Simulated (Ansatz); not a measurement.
For 1T (CdI2-type) HfS₂, PBE+SOC (Ansatz, an electronic-structure program, plane waves, PAW) gives:

```
Quantity                          Value
------------------------------  -------
equilibrium lattice constant a  3.649 Å
c axis length                   6.822 Å
```

Question: What does PBE0-D4 (plane waves, PAW; Ansatz) give for the same quantities?

Answer: 
- lattice constant a: 3.619 Å (shrinks by 0.8 %)
- lattice parameter c: 5.854 Å (decreases by 14 %)

For comparison: lattice constant a 3.635 Å (measured, temperature not stated, not corrected to a static lattice; as tabulated in Björkman (2014), arXiv:1406.2436); lattice parameter c 5.83 Å (measured, temperature not stated, zero-point anharmonic expansion removed (computed with revB86b-DF2); no thermal correction; as tabulated in Björkman (2014), arXiv:1406.2436).

Changes are worked out from the printed values.

Unless a cell is named, each level is at its own relaxed cell (PBE+SOC 26.22, PBE0-D4 22.13 Å³/atom).

Levels without +SOC leave out spin–orbit coupling, which shifts energies and cells of such heavy elements.

Caveats: for a layered or molecular solid the relaxed cell lies over 5 % above the published volume, where the minimum can be shallow (PBE+SOC); the cell comes from a level without a dispersion term, which matters for the spacing of layers, chains or molecules (PBE+SOC). Ansatz's density-functional and Hartree–Fock values are scalar-relativistic unless marked +SOC, with PAW data made under PBE.
